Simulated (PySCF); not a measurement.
**How good is the calculation?**

Atom-mapped SMILES (the numbers label the heavy atoms): `[CH3:1][CH:2]([CH3:3])[Cl:4]`. Hydrogens are named by the atom that carries them.

The experiment to reproduce: δ 13C C2 53.7; C1/C3 27.3; δ 1H H(C2) 4.14; H(C1)/H(C3) 1.55 ppm (measured; solution, not stated per compound (mostly CDCl3 or CCl4); Pretsch, Buehlmann, Badertscher, Structure Determination of Organic Compounds, 4th ed. (2009)).

One conformer, averaged over atoms made equivalent by symmetry, fast rotation or ring inversion, no relativistic terms, in vacuum. Structure optimised with GFN2-xTB; GIAO PBE0/pcSseg-1 shieldings; PySCF 2.14.0 with density-fitted response routines.

Task: Set the calculated values beside the experiment.

Result: 
Reference values: measured (solution, not stated per compound (mostly CDCl3 or CCl4); Pretsch, Buehlmann, Badertscher, Structure Determination of Organic Compounds, 4th ed. (2009)).
```csv
atoms,quantity,reference,computed,"computed, scaled"
C2,δ 13C,53.7,59.3,50.1
C1/C3,δ 13C,27.3,29.6,26.7
H(C2),δ 1H,4.14,4.05,3.91
H(C1)/H(C3),δ 1H,1.55,1.46,1.47
```

Computed shifts are σ(ref) − σ with the named reference compound (TMS for H and C) calculated as an isolated molecule at the same level. The measured values may be among those fitted. Expected solution values come from regression of measured δ (H and C: mostly CDCl3, vs TMS) on computed σ: 13C (scatter 2.1 ppm rms, 2.3 ppm with the 13 outliers that the fit left out, with a fitted term for attached Cl); 1H (scatter 0.17 ppm rms, 0.18 ppm with the 4 outliers that the fit left out). Occasional misses reach two or three times the rms, and more in compound classes unlike the fitted ones.

Task: How far are the unscaled 13C shifts from the references?

Result: Mean signed difference +3.95 ppm, mean absolute 3.95 ppm over 2 comparisons; the largest is +5.6 ppm at C2 (sp3 CH bonded to Cl).

Task: How far are the unscaled 1H shifts from the references?

Result: Mean signed difference -0.09 ppm, mean absolute 0.09 ppm over 2 comparisons; the largest is -0.09 ppm at H(C1)/H(C3) (hydrogen on a methyl carbon).

Carbons that carry Cl, above all several Cl atoms, come out too deshielded, partly because spin–orbit coupling is missing.
